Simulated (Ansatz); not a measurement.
Counterpoise correction, worked out

The pair of OH⁻ (SMILES [OH-], atoms 1–2) and CO (SMILES [C-]#[O+], atoms 3–4), both closed shells, in one local arrangement (a lower one may exist), relaxed at PBE0-D4/def2-TZVPD:

| atom | x (Å) | y (Å) | z (Å) |
| --- | --- | --- | --- |
| O1 | -0.1840 | -0.2493 | -0.7409 |
| H2 | 0.2295 | 0.3946 | -1.3222 |
| C3 | 0.1967 | 0.2741 | 0.5883 |
| O4 | -0.2422 | -0.4194 | 1.4748 |

Program: Ansatz 0.2.0. Basis: def2-TZVPPD. Cores are frozen in the correlated methods.

CCSD(T) total energies in eV:

| system | geometry | basis functions | energy |
| --- | --- | --- | --- |
| pair | pair | all | -5140.05174 |
| OH⁻ | as in the pair | all (partner as ghosts) | -2060.15808 |
| CO | as in the pair | all (partner as ghosts) | -3079.02118 |
| OH⁻ | as in the pair | its own | -2060.08377 |
| CO | as in the pair | its own | -3078.99131 |
| OH⁻ | free (PBE0-D4 minimum) | its own | -2060.08428 |
| CO | free (PBE0-D4 minimum) | its own | -3079.24784 |

Problem. Work out the interaction energy with and without the counterpoise correction, the superposition error, and the binding energy from the relaxed fragments.

Solution. Without correction: -5140.05174 − (-2060.08377) − (-3078.99131) = -0.97666 eV.
With correction (each fragment in the whole basis): -5140.05174 − (-2060.15808) − (-3079.02118) = -0.87248 eV = -20.12 kcal/mol.
The superposition error is the difference, 0.10418 eV, 11 % of the uncorrected value: each fragment borrows its partner's functions.
Deformation from the free shapes: 0.00051 eV for OH⁻ and 0.25653 eV for CO.
Binding energy from relaxed fragments: -0.87248 + 0.00051 + 0.25653 = -0.61544 eV = -14.19 kcal/mol (electronic, without zero-point energy; negative means bound). The deformation is large: the pair is on the way to a chemical bond or a shared proton. For comparison, the corrected interaction energy by CCSD(T) at an estimated basis limit (MP2 extrapolated from triple and quadruple zeta, plus CCSD(T) − MP2 in triple zeta) is -1.037 eV; triple zeta with the correction binds less.

No T1 diagnostic of these runs exceeds 0.026.

For scale, one of the runs: CCSD(T)/def2-TZVPPD, 134 basis functions, launched by `ansatz run in.yaml --threads 2 --pin off --events-out ev --progress --plain --max-ram 5222MiB`. Hardware: 2 CPU threads of an Arm Neoverse V1, shared host. Wall time about 5.5 s.
